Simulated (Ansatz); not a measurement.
This script drives the Ansatz DFT code, driven from Python.

`conformers.py`
```python
import ansatz
from rdkit import Chem
from rdkit.Chem import AllChem

BASIS = "cc-pVDZ"
XC = "pbe0"
VDW = "d3bj"

rd = Chem.AddHs(Chem.MolFromSmiles("CC=C=CC=N"))
ids = list(AllChem.EmbedMultipleConfs(rd, numConfs=20, randomSeed=69, pruneRmsThresh=0.4))
field = [energy for _, energy in AllChem.MMFFOptimizeMoleculeConfs(rd)]
distinct = {round(e, 2): i for i, e in zip(ids, field)}
chosen = sorted(distinct.items())[:4]
found = []
for force_field, index in chosen:
    geometry = ansatz.Crystal.molecule()
    for atom, xyz in zip(rd.GetAtoms(), rd.GetConformer(index).GetPositions()):
        geometry = geometry.atom(atom.GetSymbol(), xyz.round(5).tolist())
    base = geometry.calculation()
    base = base.basis(gaussian=BASIS)
    base = base.functional(XC, dispersion=VDW)
    found.append(base.run().report["free_energy_ev"])
print("conformer   MMFF (kcal/mol)   this level (kcal/mol)")
for (force_field, index), e in zip(chosen, found):
    print(f"{index:9d} {force_field - chosen[0][0]:17.2f} {23.060548 * (e - min(found)):17.3f}")
```

It is started by `python conformers.py`. Estimate its wall time and peak memory on 1 thread of Arm Neoverse V1, on a shared host.

It took about 24 s, with a peak of 0.41 GiB, for 4 runs of the engine.

Running `python conformers.py` prints:
```text
conformer   MMFF (kcal/mol)   this level (kcal/mol)
        0              0.00             0.000
        4              1.84             8.232
        5              2.69             7.658
        1              4.62            60.479
```

The conformers keep their force-field geometries.
